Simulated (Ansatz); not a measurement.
A made-up structure of CH₆AlSi (charge -1), closed shell:

C1  (-0.584, 1.179, -0.993)
Si2  (0.029, -0.606, -0.603)
Al3  (0.564, -1.163, 1.593)
H4  (0.235, 1.899, -1.083)
H5  (-0.929, -1.178, 0.275)
H6  (-1.161, 1.205, -1.923)
H7  (1.109, -0.886, -1.625)
H8  (1.354, -2.532, 1.966)
H9  (-0.303, -0.615, 2.857)
(Å)

It is relaxed with PBE-D4/def2-SVPD and then PBE0-D4/def2-TZVPD (Ansatz 0.2.0). Atoms count as bonded within 1.22 times the sum of their covalent radii (H–H: 0.88 Å). The end point is not checked to be a true minimum.

Problem. Does its bonding change? (Judge from chemistry; the calculation decides.)

Solution. The calculation gives: Yes. Formed: Al3–H5; broken: Si2–H5.

Where it ends: The first stage lowers the energy by 3.00 eV in 19 steps. It ends as CH₆AlSi ([CH2][SiH][AlH3]), total charge -1:
```
9
angstrom
C -0.1795 1.3034 -1.2388
Si 0.1337 -0.3299 -0.7597
Al 0.1212 -1.4078 1.5015
H -0.4309 2.0701 -0.5096
H -1.0207 -2.5701 1.4500
H -0.1458 1.6553 -2.2673
H 0.4484 -1.1244 -2.0111
H 1.6046 -2.0499 1.7124
H -0.2180 -0.2441 2.5858
```

Labels in which every atom is bracketed show which atoms are joined, not bond orders.

For scale, one of the runs: PBE0-D4/def2-TZVPD relaxation, 177 basis functions, launched by `ansatz run in.yaml --threads 2 --pin off --events-out ev --progress --plain --max-ram 4352MiB`. The run took about 39 s on 2 CPU threads of an Arm Neoverse V1 (shared host).
